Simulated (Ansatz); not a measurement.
# CHAlN (doublet): the correlation ladder, cc-pVTZ

The task here is to estimate one member of a computed series from the others.

The runs use Ansatz 0.2.0, Gaussian basis; cc-pVTZ, core rule «outside noble gas», up to 7 orbitals frozen.

To be run: UHF; CCSD(T) on ROHF; CCSD(T) on UHF; BCCD(T) on ROHF; CCSDT(Q) on ROHF; CCSDT(Q) on UHF.

5 further runs of the same task are left out: 5 set aside as unsound or not needed.

## The system

The geometry is a PBE0/def2-TZVP stationary point (not a proven minimum) of the parent state, kept for this charge and spin.

4 atoms, charge 0, spin multiplicity 2.

Atoms are counted from 1 here; the program's logs count them from 0.

Bond lengths: Al1–N2 1.818 Å, Al1–H4 1.595 Å, N2–C3 1.194 Å. Angles: N2–Al1–H4 111.0°, Al1–N2–C3 170.0°.

The first run:

Input file in.yaml:

```yaml
crystal:
  periodic: [false, false, false]
  atoms:
    - {symbol: Al, position_ang: [0.000000, -0.111786, 1.121424]}
    - {symbol: N, position_ang: [0.000000, 0.097969, -0.684708]}
    - {symbol: C, position_ang: [0.000000, 0.027668, -1.876852]}
    - {symbol: H, position_ang: [0.000000, 1.301302, 1.860276]}
basis:
  gaussian: {orbitals: cc-pVTZ}
magnetization: {spin_polarized: true, initial_magnetization: 1}
hamiltonian: {xc: hf}
output: {orbitals: {seedname: orbitals}}
```

The run is started by

```sh
> ansatz run in.yaml --threads 1 --pin off --events-out ev --progress --plain --max-ram 4096MiB --backend cpu
```

Among the steps run: UHF; CCSD(T) on ROHF; CCSD(T) on UHF; BCCD(T) on ROHF; CCSDT(Q) on ROHF; CCSDT(Q) on UHF.

One table of the session follows, with a row left open; its other results are not shown here.

| method | from UCCSDT(Q) (kJ/mol) |
| --- | --- |
| ROHF | +1085.4 |
| UHF | +1082.3 |
| RMP2 | +99.0 |
| UMP2 | +98.4 |
| RCCSD | +57.8 |
| UCCSD | +57.6 |
| RCCSD(T) | +4.7 |
| UCCSD(T) | +4.6 |
| BCCD(T) | ? |
| RCCSDT | +3.8 |
| UCCSDT | +3.7 |
| RCCSDT(Q) | +0.4 |
| UCCSDT(Q) | 0 |

Q: Estimate the row for BCCD(T) from the others.

As computed: from UCCSDT(Q) (kJ/mol): +4.3. In the column «from UCCSDT(Q) (kJ/mol)» it lies between RCCSDT (+3.8) and UCCSD(T) (+4.6).

To keep in mind: Restricted and unrestricted rows rest on different reference determinants; where their highest levels disagree by more than a few hundredths of an eV, they describe different states and don't form one ladder.
